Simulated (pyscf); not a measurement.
**Routes from HO–Si(F)(Cl)–Cl + hydrogen chloride (HCl)**

Candidate steps break at most two bonds and form at most two. Each was searched with GFN2-xTB (tblite) first. Optimised with ωB97X-D3(BJ)/def2-SVP in PySCF. Energies: ωB97M-D3(BJ)/def2-TZVP, kJ/mol, from the separated reactants, singlet surface; ΔG‡ with ideal gas, 1 atm, RRHO with modes under 100 cm⁻¹ raised to 100, one conformer, R ln 2 for chiral ones without a mode under 150 cm⁻¹.

```
products                               type    ΔE‡      ΔE  ΔG‡ 298 K  ΔG‡ 900 K  ν‡ (cm⁻¹)
---------------------  --------------------  -----  ------  ---------  ---------  ---------
HO–Si(Cl)(Cl)–Cl + HF  four-centre exchange  167.5   +53.9      212.5      309.4       649i
HO–SiH(Cl)–Cl + F–Cl   four-centre exchange  626.4  +432.9      664.9      752.8      1136i
```

Row 1: On the product side the descent ends in a complex, 26.7 kJ/mol under the separated species and 144.4 kJ/mol under the saddle at ωB97X-D3(BJ)/def2-TZVP. 

Plain bond fissions and candidates not yet searched are not listed, and one of them may be faster. Each barrier is that of the saddle found; lower ones may exist. One closed-shell reference is unstable to symmetry breaking; treat the single-reference values with care.
